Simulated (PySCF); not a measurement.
Spin states of F₂

Unrestricted PBE0; basis F def2-TZVPPD; no relativity; PySCF 2.14. Outer shells of the fragments: F 2s2 2p5; F 2s2 2p5.

Followed along the bond (rough minima from three points):

| 2Ms+1 | unpaired | ⟨S²⟩ at the start | R at minimum (Å) | Te (eV) |
| --- | --- | --- | --- | --- |
| 1 | none | 0.00 | 1.38 | 0.00 |
| 3 | σ ↑, π ↑ | 2.01 | none in the scan | ≤ 2.72 |

Solutions found at the starting distance of 1.230 Å, counted from the lowest of them; the search is not exhaustive and high or unbound solutions are not listed, so other states can lie among these:

| 2Ms+1 | unpaired | term | E (eV) | ⟨S²⟩ | ⟨Lz²⟩ |
| --- | --- | --- | --- | --- | --- |
| 1 | none | ¹Σ⁺ | 0.00 | 0.00 | 0.00 |
| 3 | σ ↑, π ↑ | ³Π | 6.14 | 2.01 | 1.00 |

A term symbol is given only where ⟨S²⟩ and ⟨Lz²⟩ are close to those of a pure state; real π, δ and φ orbitals otherwise mix terms, and g/u labels are left off.

Counting both spins, an empty level lies below a filled one in some of these solutions, because spin and occupation are held.
